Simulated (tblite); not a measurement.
Species: C4H4O (charge +1 and doublet state).
Numbering: `[O:1]=[C:2]1[CH+:3][CH:4][CH2:5]1` (hydrogens: H6 on C3; H7 on C4; H8, H9 on C5)

Computed geometry: GFN2-xTB, gas phase. This method treats the open shell by occupation alone, without spin polarisation.

Task: List the bond lengths, angles and torsions at this level.

Result: 
```json
{"bond": "O1=C2", "length (bohr)": "2.191"}
{"bond": "C2–C3", "length (bohr)": "2.821"}
{"bond": "C3–C4", "length (bohr)": "2.518"}
{"bond": "C4–C5", "length (bohr)": "2.849"}
{"bond": "C2–C5", "length (bohr)": "2.997"}
{"bond": "C3–H6", "length (bohr)": "2.046"}
{"bond": "C4–H7", "length (bohr)": "2.030"}
{"bond": "C5–H8, C5–H9", "length (bohr)": "2.066"}
```

Bonds in one row agree within 0.02 bohr and their mean is given. A selection of angles:
```json
{"angle": "O1–C2–C3", "degrees": "140.4"}
{"angle": "O1–C2–C5", "degrees": "136.7"}
{"angle": "C3–C2–C5", "degrees": "82.9"}
{"angle": "C2–C3–C4", "degrees": "98.2"}
{"angle": "C2–C3–H6", "degrees": "123.5"}
{"angle": "C4–C3–H6", "degrees": "138.3"}
{"angle": "C3–C4–C5", "degrees": "91.6"}
{"angle": "C3–C4–H7", "degrees": "136.3"}
{"angle": "C5–C4–H7", "degrees": "132.1"}
{"angle": "C4–C5–H8", "degrees": "115.9"}
{"angle": "C2–C5–C4", "degrees": "87.4"}
{"angle": "C2–C5–H8", "degrees": "110.0"}
{"angle": "C2–C5–H9", "degrees": "110.8"}
{"angle": "H8–C5–H9", "degrees": "113.6"}
```

Dihedral angles: O1–C2–C3–C4 -179° (antiperiplanar); C2–C3–C4–C5 0° (synperiplanar); C3–C4–C5–C2 0° (synperiplanar); O1–C2–C5–C4 180° (antiperiplanar).

C3 (carbon bonded to 2 C and H) is planar (angles 138.3°, 123.5° and 98.2°, sum 360.0°, 0.01 Å off the plane of its three neighbours). C4 (carbon bonded to 2 C and H) is planar (angles 136.3°, 132.1° and 91.6°, sum 360.0°, 0.00 Å off the plane of its three neighbours). The 4-membered ring C2–C3–C4–C5 has internal angles of 82.9° to 98.2°; it is planar, 0.00 Å rms from its mean plane, widest ring torsion 0°. The 4 C–C bonds span 1.332 Å (C3–C4, drawn single) to 1.586 Å (C2–C5, drawn single), a spread of 0.254 Å. The 5 heavy atoms lie in one plane (0.003 Å rms). C2 (carbon bonded to 2 C and O) is planar (angles 140.4°, 136.7° and 82.9°, sum 360.0°, 0.00 Å off the plane of its three neighbours).

Point group: Cs (tolerance 0.08 Å). Its GFN2-xTB frequencies are all real (lowest 72 cm⁻¹).
